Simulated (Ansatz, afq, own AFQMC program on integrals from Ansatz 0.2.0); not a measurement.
## Where AFQMC and coupled cluster stand for CH2B, sextet

```csv
atom,x (Å),y (Å),z (Å)
B,0.0000,-0.1048,0.8024
C,0.0000,-0.0446,-0.7232
H,0.0000,0.8949,1.4725
H,0.0000,0.7607,-1.4612
```

Connectivity, by distances: BH–CH.

Basis cc-pVDZ. Only valence electrons are correlated. AFQMC by an in-house program on the Cholesky factors that Ansatz 0.2.0 writes for its CCSD(T) run. ph-AFQMC/CISD is guided by a CISD state made of CCSD amplitudes; releasing the constraint for a short imaginary time cuts its bias at the price of noise, slowly where states lie close. Free AFQMC starts from the CCSD state and is never constrained. Its projection time is finite, and what remains of the start isn't in its error. ± is one standard error of the sampling.

Determinant: UHF, the one that the program's search chose, which needn't be the lowest solution. The geometry is a PBE0/def2-TZVP stationary point of this or a neighbouring charge and spin state.

No full CI on the walks' own integrals is used here; CCSDT(Q) serves as the reference and is uncertain by about the last step of the cluster series.

Cautions: another spin lies lower (by 7.11 eV); strong correlation (T1 0.050, weight of the determinant 0.88, largest double 0.05).

The T1 diagnostic is 0.0503, the weight of the determinant in the CISD state is 0.879 and the ⟨S²⟩ of the determinant is 8.763. The size of the correlated space is 9 electrons in 36 orbitals.

| level | correlation energy (eV) |
| --- | --- |
| MP2 | -3.3305 |
| CCSD | -4.1773 |
| CCSD(T) | -4.2963 |

(1) Estimate where AFQMC with the constraint released lies against CCSD(T) on the same integrals.

(1) 1.72 ± 0.50 mEh below CCSD(T).

Reference: CCSDT(Q), correlation energy -4.333 eV. The released energy is read at 1.62 1/Eh, later times being too noisy (meV from the phaseless value at times in 1/Eh: -5 ± 11 at 0.24, -1 ± 10 at 0.51, -6 ± 12 at 0.99, -10 ± 14 at 1.62, 8 ± 19 at 2.40).

```csv
level,E − E(reference) (mEh),share of correlation (%)
CCSD(T),1.34,99.16
CCSDT,0.25,99.84
ph-AFQMC/HF,-0.93 ± 1.66,100.58
ph-AFQMC/CISD,-0.02 ± 0.35,100.01
released AFQMC,-0.38 ± 0.50,100.24
free AFQMC,-0.42 ± 0.56,100.26
```

Free projections are given only where their last times agree within the noise and don't stop above the reference; a slow remainder of the start can still hide under it. A walk keeps the symmetry of its determinant, which the program's search chose and which needn't be the lowest solution, so a lower state of the same spin and another symmetry isn't excluded. Released energies are given only where the last usable release times agree within the noise; a slower fall can still hide under it.
